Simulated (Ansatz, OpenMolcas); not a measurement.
How basis sets differ on SO2F2 (sulfuryl fluoride)

The species is SO2F2 (5 atoms), meant as a singlet with charge 0. SMILES: `O=S(=O)(F)F`. Geometry: relaxed at PBE0-D4/def2-TZVP.

Quantity: the dipole moment, in D. The values are calculated.

Measured value to compare with: NIST CCCBDB gives the dipole moment of the gas as 1.12 D.

```json
{"level": "BLYP/cc-pVDZ", "kind": "GGA", "program": "Ansatz", "value (D)": "0.97", "computed − measured": "-0.15", "CPU time": "1.6 s"}
{"level": "BLYP/jun-cc-pV(D+d)Z", "kind": "GGA", "program": "Ansatz", "value (D)": "0.98", "computed − measured": "-0.14", "CPU time": "3.1 s"}
{"level": "BLYP/6-311+G**", "kind": "GGA", "program": "OpenMolcas", "value (D)": "0.91", "computed − measured": "-0.21", "CPU time": "44 s"}
{"level": "BLYP/aug-cc-pVDZ", "kind": "GGA", "program": "Ansatz", "value (D)": "1.05", "computed − measured": "-0.07", "CPU time": "3.7 s"}
{"level": "BLYP/cc-pVTZ", "kind": "GGA", "program": "Ansatz", "value (D)": "1.12", "computed − measured": "0.00", "CPU time": "3.1 s"}
{"level": "BLYP/jun-cc-pV(T+d)Z", "kind": "GGA", "program": "Ansatz", "value (D)": "1.10", "computed − measured": "-0.02", "CPU time": "7 s"}
{"level": "BLYP/aug-cc-pVTZ", "kind": "GGA", "program": "Ansatz", "value (D)": "1.09", "computed − measured": "-0.03", "CPU time": "8.4 s"}
```

Nearest: BLYP/cc-pVTZ (0.00 D); farthest: BLYP/6-311+G** (-0.21 D). The measured dipole is a vibrational average, so differences of a few hundredths of a debye mean little. Magnitudes only: a small dipole may point the other way at some levels. Times are those of the runs behind each value, whatever else they computed, on shared processors of several kinds: orders of magnitude only.
